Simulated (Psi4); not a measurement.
Process, species as SMILES: N#N (N2) + H+ → N#[NH+]
B3LYP-D3(BJ)/def2-TZVP geometries, fixed; electronic energies without zero-point terms; positive where energy is released.

Basis-set convergence of the proton affinity at PBE with Psi4. Cartesian d functions, on some or all atoms, in 6-31+G*; all else is spherical. Density fitting with the program's default auxiliary sets. No added dispersion term, no relativity. Functions are those of the species that has most. Reference: the value in aug-cc-pVQZ, 124.26 kcal/mol, itself unsure by roughly 0.25 kcal/mol (its mean distance from cc-pV5Z, def2-QZVPPD, def2-QZVPP). Deviations are taken from unrounded values. Cost is core time over that of cc-pVDZ, rough, on shared machines of one kind.

| basis | functions | cost |
|---|---|---|
| cc-pVDZ | 33 | 1× |
| 6-31+G* | 40 | 1× |
| def2-SVPD | 48 | 1× |
| 6-311+G** | 50 | 1× |
| 6-311++G(2d,2p) | 64 | 1× |
| cc-pVTZ | 74 | 2× |
| def2-TZVPD | 83 | 1× |
| def2-TZVPPD | 91 | 2× |
| 6-311++G(3df,3pd) | 96 | 2× |
| cc-pVQZ | 140 | 3× |
| def2-QZVPPD | 159 | 2× |
| cc-pV5Z | 237 | 5× |

Q: Which is the smallest set listed that can be trusted to 2 kcal/mol here, that is, within that of the reference together with its larger relatives (same family, alike in diffuse functions; a set with none to test it counts only in the reference's own line)?

A: The smallest set listed that lies within 2 kcal/mol of the reference with all its larger relatives (same family, alike in diffuse functions; a set with none counts only in the reference's own line) is def2-SVPD (48 functions, 1× in cost, -0.14 kcal/mol off). Value minus reference: cc-pVDZ 2.49, 6-31+G* -3.55, def2-SVPD -0.14, 6-311+G** -0.92, 6-311++G(2d,2p) -1.20, cc-pVTZ 1.09, def2-TZVPD -0.38, def2-TZVPPD 0.03, 6-311++G(3df,3pd) -0.31, cc-pVQZ 0.65, def2-QZVPPD -0.01, cc-pV5Z 0.29 kcal/mol.
